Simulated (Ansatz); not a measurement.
Species: H3Si, SMILES `[SiH3]` (charge 0, multiplicity 2).

Task: Give a relaxed geometry from PBE0-D3(BJ)/def2-TZVP run with Ansatz (a first-principles code).

Result: the end point of this relaxation (outside a Z-matrix the atoms follow the SMILES, hydrogens last).
Z-matrix (Å, degrees):
```
Si
H 1 1.4860
H 1 1.4860 2 111.24
H 1 1.4860 2 111.24 3 124.62
```
